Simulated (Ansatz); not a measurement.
Geometry optimisation, UKS PBE0-D4/6-31G* (Ansatz).

Input:

```yaml
crystal:
  periodic: [false, false, false]
  atoms:
    - { symbol: Al, position_ang: [0.104737, -0.541963, 0.158542] }
    - { symbol: H, position_ang: [0.497833, -0.714845, 2.881459] }
    - { symbol: H, position_ang: [1.284656, 0.515438, -0.185016] }
    - { symbol: "N", position_ang: [-1.572279, 0.052809, -0.277855] }
    - { symbol: H, position_ang: [-2.294204, -0.610405, -0.532045] }
    - { symbol: H, position_ang: [-1.659256, 0.856095, -0.890113] }
    - { symbol: "N", position_ang: [-0.052832, -0.140797, 2.217749] }
    - { symbol: H, position_ang: [-1.044824, -0.254352, 2.433529] }
    - { symbol: H, position_ang: [0.181071, 0.83802, 2.383751] }
magnetization:
  spin_polarized: true
  initial_magnetization: 1
basis:
  gaussian: { orbitals: "6-31G*" }
hamiltonian:
  xc: pbe0
  dispersion: d4
relax:
  f_tol: 0.03
  max_steps: 50
```

Launched with:

```bash
$ ansatz run input.yaml --threads 1 --pin off --max-ram 2048MiB --backend cpu --events-out ev --progress --plain --runs-dir out
```

Problem. Where does it end, and by what steps?

Solution. The forces met the threshold. The force dipped under the threshold on the way, but the program's further checks kept it going. After 14 steps the energy has fallen by 0.023 eV; H8 moved furthest, 0.51 Å.

| step | energy less start (eV) | largest force component (eV/Å) | accepted |
| --- | --- | --- | --- |
| 0 | 0.0000 | 0.536 | yes |
| 1 | -0.0084 | 0.174 | yes |
| 2 | -0.0099 | 0.040 | yes |
| 3 | -0.0108 | 0.050 | yes |
| 4 | 0.0145 | 0.800 | no |
| 5 | -0.0101 | 0.193 | no |
| 6 | -0.0111 | 0.008 | yes |
| 7 | -0.0127 | 0.169 | yes |
| 8 | -0.0131 | 0.253 | yes |
| 9 | -0.0162 | 0.207 | yes |
| 10 | -0.0175 | 0.168 | yes |
| 11 | -0.0181 | 0.155 | yes |
| 12 | -0.0216 | 0.064 | yes |
| 13 | -0.0223 | 0.055 | yes |
| 14 | -0.0227 | 0.020 | yes |

```xyz
9
Properties=species:S:1:pos:R:3
Al 0.176 -0.448 0.145
H 0.068 -0.928 2.817
H 1.194 0.767 -0.191
N -1.581 -0.042 -0.232
H -2.222 -0.787 -0.477
H -1.753 0.729 -0.869
N -0.024 -0.119 2.208
H -0.993 0.205 2.230
H 0.580 0.622 2.559
```

Whether the end is a true minimum wasn't checked by a vibrational analysis.

Run time: 18 s on 1 thread of AMD EPYC 9R45 96-Core Processor (Zen 5), on a shared host, peak memory 0.17 GiB.
